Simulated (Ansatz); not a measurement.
Results of r²SCAN in Ansatz (plane waves, PAW) for solid chlorine.

Run with plane-wave cutoff 600 eV, 6×6×4 k mesh (along the axes of the cell as run), finite displacements, scalar-relativistic PAW data made under PBE.

Computed at the level's own relaxed cell.

Problem. Give the computed high-frequency dielectric constant (mean over three axes) and static dielectric constant (mean over three axes).

Solution. 
* **high-frequency dielectric constant (mean over three axes)**: 3.30
* **static dielectric constant (mean over three axes)**: 5.86

Note: the cell comes from a level without a dispersion term, which matters for the spacing of layers, chains or molecules.

Ansatz is a program for electronic structure.
